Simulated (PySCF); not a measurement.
C5H7O (charge +1).
Numbering: `[CH2:1]=[CH:2][CH2:3][CH2:4][C:5]#[O+:6]` (hydrogens: H7, H8 on C1; H9 on C2; H10, H11 on C3; H12, H13 on C4)

Structure used (PBE0-D3(BJ)/def2-SVP), in Å, numbered top down from 1:
```
atom  x, y, z in Å
C1    -2.2646    0.0227    0.5495
C2    -1.2306   -0.5138   -0.0994
C3     0.0542    0.2136   -0.3385
C4     1.1982   -0.5100    0.4562
C5     2.4511    0.1409    0.3078
O6     3.4046    0.7081    0.1599
H7    -2.2305    1.0355    0.9641
H8    -3.1985   -0.5316    0.6714
H9    -1.3025   -1.5280   -0.5099
H10   -0.0135    1.2578    0.0001
H11    0.3239    0.2106   -1.4065
H12    0.9898   -0.5368    1.5443
H13    1.3438   -1.5553    0.1192
```

Method used: core-valence-separated Tamm–Dancoff BHandHLYP/aug-pcX-1 (pcseg-1 on H) in PySCF, non-relativistic, gas phase, PBE0-D3(BJ)/def2-SVP geometry.

Computed carbon K-edge spectrum, Gaussian lines of 0.5 eV full width, highest printed point 100; it ends one width below the last computed root. The energies are unshifted.

| photon energy (eV) | absorption |
| --- | --- |
| 281.5 | 0 |
| 281.6 | 2 |
| 281.7 | 4 |
| 281.8 | 10 |
| 281.9 | 19 |
| 282.0 | 29 |
| 282.1 | 34 |
| 282.2 | 33 |
| 282.3 | 25 |
| 282.4 | 17 |
| 282.5 | 11 |
| 282.6 | 11 |
| 282.7 | 16 |
| 282.8 | 23 |
| 282.9 | 28 |
| 283.0 | 27 |
| 283.1 | 21 |
| 283.2 | 14 |
| 283.3 | 10 |
| 283.4 | 11 |
| 283.5 | 15 |
| 283.6 | 19 |
| 283.7 | 21 |
| 283.8 | 19 |
| 283.9 | 14 |
| 284.0 | 9 |
| 284.1 | 6 |
| 284.2 | 3 |
| 284.3 | 3 |
| 284.4 | 3 |
| 284.5 | 8 |
| 284.6 | 19 |
| 284.7 | 40 |
| 284.8 | 67 |
| 284.9 | 91 |
| 285.0 | 100 |
| 285.1 | 88 |
| 285.2 | 62 |
| 285.3 | 35 |
| 285.4 | 16 |
| 285.5 | 6 |
| 285.6 | 2 |
| 285.7 | 1 |
| 285.8 | 1 |
| 285.9 | 2 |
| 286.0 | 4 |
| 286.1 | 6 |
| 286.2 | 7 |
| 286.3 | 9 |
| 286.4 | 12 |
| 286.5 | 16 |
| 286.6 | 20 |
| 286.7 | 24 |
| 286.8 | 26 |
| 286.9 | 28 |
| 287.0 | 29 |
| 287.1 | 30 |
| 287.2 | 31 |

Q: Where are the maxima, and which lines make them up?

A: 4 maxima:
- 282.1 eV: C1 (terminal =CH2 carbon), 282.13 eV, f = 0.062, 1s→π*, 100 % of the height at the exact maximum
- 282.9 eV: C2 (alkene CH carbon), 282.93 eV, f = 0.051, 1s→π*, 100 % of the height at the exact maximum
- 283.7 eV: C3 (allylic carbon), 283.67 eV, f = 0.028, 74 % of the height at the exact maximum; C2 (alkene CH carbon), 283.78 eV, f = 0.010, 25 % of the height at the exact maximum
- 285.0 eV: C5 (triply bonded carbon), 284.99 eV, f = 0.175, sum of 2, 1s→π*, 98 % of the height at the exact maximum

Further lines of some strength in the range: C1, 286.99 eV, f = 0.019.

Roots within 0.03 eV on the same or equivalent atoms count as one line; shares under 12 % aren't listed.

Vibrational structure and lifetime widths aren't in the curve. The ionisation threshold wasn't computed; near and above it a finite basis only mimics Rydberg series and continuum.

One conformer stands for the species.
